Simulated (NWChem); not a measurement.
Atomisation of H₂N

```
N
H 1 1.0374
H 1 1.0374 2 101.21
```
Charge 0, spin multiplicity 2.

Program: NWChem. The geometry was optimised at UB3LYP/def2-SVP, a minimum by its harmonic frequencies.

Basis set: def2-QZVP. The atomisation energy is electronic alone: no zero-point, thermal, spin-orbit or counterpoise terms. No value is extrapolated to the basis-set limit. Free atoms are single determinants with multiplicities N 4, H 2. Correlated methods freeze the same cores in atoms and molecule, 1 orbitals in all.

The cost column gives rough processor time relative to LDA (SVWN5); each entry includes its own SCF. Costs are the molecule's.

The correlated methods keep 1 core orbital frozen. B3LYP has NWChem's definition, with VWN1-RPA local correlation. GW and range-separated runs recompute their integrals, the others keep them in memory, which bears on the times. The structure started from a generated list of species. The unpaired electrons of the parent sit in orbitals of symmetry b2 (C2v labels of the run); other states weren't searched. The stability of the SCF solutions was not checked. Open-shell Hartree-Fock references start from PBE0 orbitals; any time given for them includes that run. No row is a measurement; the coupled-cluster row has its own basis-set and correlation limits.

```json
[
 {"method": "LDA (SVWN5)", "atomisation energy (kcal/mol)": "___", "relative cost": "1"},
 {"method": "HF", "atomisation energy (kcal/mol)": "116.9", "relative cost": "under 3"},
 {"method": "CAM-B3LYP", "atomisation energy (kcal/mol)": "186.9", "relative cost": "10"},
 {"method": "B3LYP", "atomisation energy (kcal/mol)": "187.7", "relative cost": "under 3"},
 {"method": "PBE", "atomisation energy (kcal/mol)": "___", "relative cost": "under 3"},
 {"method": "TPSS", "atomisation energy (kcal/mol)": "187.8", "relative cost": "under 3"},
 {"method": "PBE0", "atomisation energy (kcal/mol)": "___", "relative cost": "under 3"},
 {"method": "MP2", "atomisation energy (kcal/mol)": "176.8", "relative cost": "4"},
 {"method": "M06-2X", "atomisation energy (kcal/mol)": "180.3", "relative cost": "under 3"},
 {"method": "CCSD(T)", "atomisation energy (kcal/mol)": "179.8", "relative cost": "10"}
]
```

Problem. Some entries are withheld; supply them.

Solution. 
- LDA (SVWN5), atomisation energy (kcal/mol): 207.6
- PBE, atomisation energy (kcal/mol): 188.4
- PBE0, atomisation energy (kcal/mol): 182.8
